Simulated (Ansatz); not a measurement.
The inner images of a band of AlH3 + H4Si (9 atoms, charge 0, multiplicity 1) are given out of order.

Theory: Ansatz, RKS PBE0-D4/6-31G*.

First end point:

```xyz
9
Properties=species:S:1:pos:R:3
Al -0.035 0.225 0.160
H 0.399 1.186 1.357
H 1.097 -0.534 -0.681
H -1.535 0.213 -0.384
Si 0.147 -2.710 1.100
H -0.345 -3.064 -0.251
H 1.622 -2.784 1.215
H -0.518 -3.531 2.147
H -0.289 -1.294 1.428
```

Last end point:

```xyz
9
Properties=species:S:1:pos:R:3
Al -0.105 -0.557 -0.127
H 0.200 0.775 1.642
H 1.153 0.219 -0.722
H -1.558 0.081 -0.280
Si 0.137 -2.831 0.767
H -0.262 -3.830 -0.272
H 1.537 -3.164 1.170
H -0.736 -3.079 1.955
H 0.176 0.092 1.959
```

Question: Put them in order from the first end to the last, with their energies above the first end.
A.
```xyz
9
Properties=species:S:1:pos:R:3
Al -0.123 -0.382 -0.098
H 0.277 0.361 1.666
H 1.183 0.126 -0.843
H -1.627 0.114 -0.199
Si 0.112 -2.632 0.869
H -0.204 -3.477 -0.311
H 1.482 -2.983 1.360
H -0.841 -2.980 1.972
H 0.283 -0.439 1.676
```
B.
```xyz
9
Properties=species:S:1:pos:R:3
Al -0.105 -0.137 0.000
H 0.286 0.367 1.590
H 1.191 0.030 -0.887
H -1.664 0.038 -0.187
Si 0.131 -2.568 0.967
H -0.228 -3.278 -0.298
H 1.501 -2.998 1.365
H -0.836 -2.990 2.019
H 0.266 -0.758 1.523
```
C.
```xyz
9
Properties=species:S:1:pos:R:3
Al -0.074 0.238 0.152
H 0.261 1.221 1.362
H 1.099 -0.261 -0.814
H -1.590 -0.041 -0.264
Si 0.174 -2.729 1.107
H -0.286 -2.948 -0.283
H 1.592 -3.114 1.294
H -0.714 -3.401 2.087
H 0.080 -1.260 1.452
```
D.
```xyz
9
Properties=species:S:1:pos:R:3
Al -0.091 0.143 0.110
H 0.276 0.745 1.542
H 1.103 -0.038 -0.934
H -1.638 -0.040 -0.233
Si 0.167 -2.656 1.074
H -0.227 -3.099 -0.288
H 1.547 -3.090 1.385
H -0.827 -3.103 2.074
H 0.232 -1.156 1.361
```
E.
```xyz
9
Properties=species:S:1:pos:R:3
Al -0.136 -0.499 -0.149
H 0.287 0.550 1.689
H 1.131 0.212 -0.804
H -1.579 0.174 -0.214
Si 0.102 -2.751 0.779
H -0.168 -3.763 -0.281
H 1.473 -3.007 1.320
H -0.849 -3.018 1.905
H 0.282 -0.192 1.847
```

Answer: C (+0.01 eV), D (+0.22 eV), B (+1.15 eV), A (+0.53 eV), E (+0.23 eV).

The run took 3.3 min on 1 thread of Arm Neoverse V1 (shared host), peak memory 0.1 GiB.
